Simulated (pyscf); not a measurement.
This saddle point was located with ωB97X-D3(BJ)/def2-SVP in PySCF.

```xyz
7

O     -1.3674    -0.2067     1.4236
W     -0.3094     0.0580     0.0012
O      1.1499     0.6878     0.5376
Cl    -1.3249     1.7278    -1.1747
Cl    -0.0597    -1.1779    -1.9357
H     -0.6877    -1.2450     1.3023
H      0.0553    -1.6516     0.6351
```

Surface: singlet, charge 0. Lowest wavenumbers (cm⁻¹): 1695i, 118, 153, 180, 251.

**Question.** Which two sides does it connect, and which bonds change?

**Answer.** O=W(=O)(Cl)–Cl + H₂ ⇌ O=WH(OH)(Cl)–Cl, an addition across a multiple bond or ene-type step read from left to right: H–H broken and H–O, H–W formed. At ωB97M-D3(BJ)/def2-TZVP it lies +1.59 eV from the left side and +1.36 eV from the right (each side as separated species at their lowest minima found). At the saddle there is also a short H–W contact that neither side keeps. This is the saddle that the search found; another between the same sides may lie lower. Elements past Kr carry the def2 core potentials, without spin-orbit coupling.
